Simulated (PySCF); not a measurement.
## A search over the determinants of SiB⁺

Unrestricted PBE0; PySCF, no relativity, basis sets Si def2-TZVP, B def2-TZVP. Outer shells of the fragments: Si+ 3s2 3p1; B 2s2 2p1.

Followed along the bond (rough minima from three points):

| 2Ms+1 | unpaired | ⟨S²⟩ at the start | R at minimum (Å) | Te (eV) |
| --- | --- | --- | --- | --- |
| 3 | σ ↑, π ↑ | 2.01 | 2.10 | 0.00 |
| 3 | π ↑↑ | 2.11 | 1.91 | 0.13 |
| 1 | σ ↓, π ↑ | 1.02 | 2.12 | 0.17 |
| 1 | π ↑↓ | 1.01 | 1.93 | 0.40 |
| 1 | none | 0.23 | 1.96 | 1.25 |

Solutions found at the starting distance of 2.030 Å, counted from the lowest of them; the search is not exhaustive and high or unbound solutions are not listed, so other states can lie among these:

```csv
2Ms+1,unpaired,term,E (eV),⟨S²⟩,⟨Lz²⟩,μ (D)
3,"σ ↑, π ↑",³Π,0.00,2.01,1.01,0.58
1,"σ ↓, π ↑",mixed,0.18,1.02,1.01,0.57
3,π ↑↑,³Σ⁻,0.21,2.11,0.00,0.76
1,π ↑↓,mixed,0.45,1.01,2.02,0.77
1,none,mixed,1.24,0.23,2.00,0.81
1,none,¹Σ⁺,1.81,0.00,0.00,-1.92
```

A term symbol is given only where ⟨S²⟩ and ⟨Lz²⟩ are close to those of a pure state; real π, δ and φ orbitals otherwise mix terms. A positive dipole points towards B; it is taken about the centre of mass and depends on that origin.

Task: Compare the gap between the two lowest followed solutions at the starting distance with the gap between their minima.

Result: At PBE0 the second solution (triplet, unpaired electrons π ↑↑) lies +0.21 eV from the first (triplet, unpaired electrons σ ↑, π ↑) at 2.030 Å and +0.13 eV at the minima; the two curves relax by different amounts, since their minima lie near 1.91 and 2.10 Å.
